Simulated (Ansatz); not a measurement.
`[SiH3]BS`, relaxed with RKS PBE-D4/def2-SVP in Ansatz 0.2.0 from a rough embedded geometry. The force threshold is 0.03 eV/Å; the program also tests the step.

Charge 0, multiplicity 1.

Start:

```xyz
8

Si    0.533    0.801   -0.521
B     0.106   -0.844    0.294
S    -1.054   -0.847    1.772
H    -0.123    1.894    0.126
H     0.152    0.848   -1.946
H     2.051    1.033   -0.462
H     0.537   -1.877   -0.151
H    -2.201   -1.007    0.889
```

Question: By how much does the energy fall, and how many steps does the optimiser take? (An estimate is asked.)

Answer: The calculation gave: 133.17 kJ/mol, in 11 steps.

Question: Which bonds change most? (Best estimate.)

Answer: The calculation gave: Si1–B2 from 1.885 to 2.020 Å; B2–S3 from 1.879 to 1.777 Å; S3–H8 from 1.456 to 1.368 Å; Si1–H4 from 1.429 to 1.507 Å.

Question: Give the relaxed structure. (An estimate is asked.)

Answer: Ansatz gave: 
```xyz
8

Si    0.638    0.945   -0.572
B    -0.195   -0.743    0.159
S    -1.465   -0.595    1.394
H     0.097    2.200    0.063
H     0.400    1.033   -2.060
H     2.133    0.921   -0.365
H     0.146   -1.844   -0.224
H    -1.754   -1.916    1.604
```
